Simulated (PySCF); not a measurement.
# C5H6S: the cost of one run

Programs: PySCF 2.14.0, with density-fitted response routines of our own. Each step states its level of theory. These are calculated values for one molecule in the gas phase, unless marked as measured. Atoms count from 0, in the outputs and in this text.

### Step 1. Starting geometry

12 atoms, charge 0, multiplicity 1; geometry from: MMFF94s. The atoms were then displaced at random by about 0.03 Å, so the start is not that level's minimum.

Bonds of the start (Å): C0–C1 1.43, C1–C2 1.40, C2–C3 1.53, C3–S4 1.69, S4–C5 1.72, C5–C1 1.41, C0–H6 1.16, C0–H7 1.11, C0–H8 1.07, C2–H9 1.09, C3–H10 0.98, C5–H11 1.05.

### Step 2. Optimising the geometry at PBE0-D3(BJ)/def2-SVP

What the job is given:

```
{"job": {"xc": "PBE0", "basis": "def2-SVP", "d3": "d3bj", "grid": 1, "shake": 0.03, "kind": "geom"}, "charge": 0, "multiplicity": 1}
C     -1.673400    -0.240840     0.094360
C     -0.287200     0.088090    -0.010010
C      0.684790    -0.908890     0.094090
C      2.117100    -0.381330    -0.012550
S      1.994790     1.279110    -0.300390
C      0.282440     1.359070    -0.229110
H     -2.245970     0.710970     0.444140
H     -2.080980    -0.413070    -0.920050
H     -1.947090    -0.974080     0.827880
H      0.541810    -1.961180     0.321510
H      2.929130    -0.931350     0.078360
H     -0.199940     2.290740    -0.337220
```

The run is started by

```console
$ OMP_NUM_THREADS=1 python probes_run.py task.json out
```

The driver reads the jobs from task.json and runs them one after another.

Q: Estimate the wall time and peak memory of this first job on 1 thread of AMD EPYC 9B45, shared host.

About 34 s, with a peak of 0.51 GiB.
